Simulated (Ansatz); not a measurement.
Density of states of CaHI (P4/nmm, a = 3.970 Å, b = 3.970 Å, c = 8.779 Å, α = 90.00°, β = 90.00°, γ = 90.00°), in states per eV and primitive cell, averaged over bins of 0.5 eV. Theory: DFT PBEsol, scalar-relativistic, plane waves, PAW in Ansatz.

Plane waves to 420 eV, a k mesh through Γ of 6×6×4 on the computed 6-atom cell and Gaussian smearing (0.02 eV); no spin polarisation.

The cell is relaxed at this level. The states (both spins) are summed by tetrahedra on a 9×9×6 mesh at the self-consistent density. Energies are bin centres; the table starts no lower than −8 eV and ends at 6 eV, or lower where the solved bands end.

The gap is 3.08 eV at this level, with the zero inside it.

```
E − E_F (eV) total I 5p H 1s Ca 4s I 5s
       -5.70   0.66  0.16  0.28   0.17  0.03
       -5.20   2.02  0.73  0.69   0.48  0.05
       -4.70   2.57  1.63  0.49   0.37  0.02
       -4.20   3.45  2.85  0.35   0.13  0.01
       -3.70   4.59  3.42  0.87   0.10  0.02
       -3.20   5.41  3.84  1.17   0.08  0.02
       -2.70   6.31  4.25  1.61   0.04  0.01
       -2.20   6.38  5.15  0.91   0.02  0.01
       -1.70   0.61  0.47  0.12   0.00  0.00
       -1.20   0.00  0.00  0.00   0.00  0.00
       -0.70   0.00  0.00  0.00   0.00  0.00
       -0.20   0.00  0.00  0.00   0.00  0.00
        0.30   0.00  0.00  0.00   0.00  0.00
        0.80   0.00  0.00  0.00   0.00  0.00
        1.30   0.00  0.00  0.00   0.00  0.00
        1.80   0.66  0.02  0.01   0.22  0.00
        2.30   6.23  0.13  0.03   0.57  0.02
        2.80   5.75  0.13  0.02   0.34  0.02
        3.30   4.62  0.13  0.04   0.31  0.03
        3.80   6.63  0.12  0.05   0.50  0.03
        4.30   6.22  0.11  0.04   0.45  0.02
        4.80   9.13  0.18  0.06   0.68  0.02
        5.30   4.33  0.15  0.08   0.65  0.01
```

The columns after the total are the main Löwdin projections on the occupied valence shells of the potentials; 1 other is left out. The rest of the total lies in those, in shells that are empty in the free atom, which aren't projected, and between the atoms.

Spin-orbit coupling is left out, which matters for the bands of heavy elements. The cell holds layers, and where no dispersion correction was added their binding is poorly described.

Cost: 1 run of about 1.3 core-minutes, on Arm Neoverse V1 (shared hosts).